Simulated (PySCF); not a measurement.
input.py for LiB⁺

Input:

```python
from pyscf import gto, dft

mol = gto.M(
    atom='Li 0 0 0; B 0 0 2.2',
    basis='cc-pvdz',
    charge=1,
    spin=1,
    verbose=3,
)
mf = dft.ROKS(mol, xc='lc_wpbe')
mf = mf.density_fit(auxbasis='def2-universal-jkfit')
mf.kernel()
mf.analyze()
print('orbital energies (hartree):', mf.mo_energy[..., max(0, mol.nelec[1]-3):mol.nelec[0]+3].round(4))
```

```bash
$ OMP_NUM_THREADS=1 python input.py
```

Output (some set-up lines and the per-cycle HOMO/LUMO lines with their warnings removed):

```
converged SCF energy = -31.9156284150437
**** MO energy ****
                Roothaan           | alpha              | beta
MO #1   energy= -7.07572996682918  | -7.08095634346927  | -7.07050359015672  occ= 2
MO #2   energy= -2.35779288916267  | -2.35867392071383  | -2.35691185763931  occ= 2
MO #3   energy= -0.730964705704971 | -0.756986008986167 | -0.704943412073696 occ= 2
MO #4   energy= -0.361734205777285 | -0.552796870992014 | -0.170671536660947 occ= 1
MO #5   energy= -0.215428319238254 | -0.22351537096003  | -0.207341267516474 occ= 0
MO #6   energy= -0.215428319238113 | -0.223515370959987 | -0.207341267516238 occ= 0
MO #7   energy= -0.15694190427181  | -0.158375344344509 | -0.155508459698702 occ= 0
[21 lines left out]
 ** Mulliken atomic charges  **
charge of    0Li =      0.83763
charge of    1B =      0.16237

WARN: System has nonzero charge 1; the dipole moment is origin-dependent.
Location of origin: [0. 0. 0.]

Dipole moment(X, Y, Z, Debye):  0.00000,  0.00000,  2.01728
orbital energies (hartree): [-7.0757 -2.3578 -0.731  -0.3617 -0.2154 -0.2154 -0.1569]
```

In short: E(SCF) = -31.915628 Eh.

It ran on Intel Xeon Platinum 8375C @ 2.90GHz (1 thread, shared host) in 1.7 s.

The bond length is a typed value, not an optimised one. The dipole of an ion depends on the origin. No search for the lowest solution was made.
